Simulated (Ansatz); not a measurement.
in.yaml

```yaml
crystal:
  periodic: [false, false, false]
  atoms:
    - {symbol: Al, position_ang: [0.000000, 0.000000, 1.678704]}
    - {symbol: Mg, position_ang: [0.000000, 0.000000, -1.925661]}
    - {symbol: H, position_ang: [0.000000, 1.758033, 2.839572]}
    - {symbol: H, position_ang: [0.000000, -1.758033, 2.839572]}
    - {symbol: H, position_ang: [0.000000, 0.000000, -4.181857]}
basis:
  gaussian: {orbitals: 6-31G}
magnetization: {spin_polarized: true, initial_magnetization: 0}
correlation: {method: mp2, electrons: outside_noble_gas}
```

```sh
$ ansatz run in.yaml --threads 1 --pin off --events-out ev --progress --plain --max-ram 2393MiB
```

Log:

```
366 factors; integrals over basis functions are off by at most 1.2e-4 eV
mean field evaluation 1: about -12054.7545 eV, gradient 6.8e0 eV
mean field evaluation 2: about -12054.7643 eV, gradient 6.8e0 eV
mean field evaluation 4: about -12055.9394 eV, gradient 8.3e-1 eV
mean field evaluation 8: about -12055.9622 eV, gradient 2.2e-4 eV
mean field evaluation 16: about -12056.1804 eV, gradient 1.2e-2 eV
mean field evaluation 32: about -12056.1786 eV, gradient 2.6e-1 eV
mean field -12056.18044583 eV, -443.0564594118 hartree, gradient 1.5e-6 eV, S^2 0.736055; 6 other end points of the search recorded, 0 dependent functions left out
10 core orbitals not correlated: weight in the atoms' cores, before any rotation towards them, 1.000 or more for the frozen orbitals, at most 0.000 for the correlated occupied ones
reference -12056.18044583 eV, -443.0564594118 hartree; 4, 4 occupied and 18, 18 virtual orbitals, 366 factors
second order -1.50511279 eV of doubles, -0.00000000 eV of singles
Total energy: -12057.68555862 eV, -443.1117712866 hartree
```

Ran on 1 thread of Arm Neoverse V1, shared host: 0.45 s wall, 0.16 GiB peak host memory.
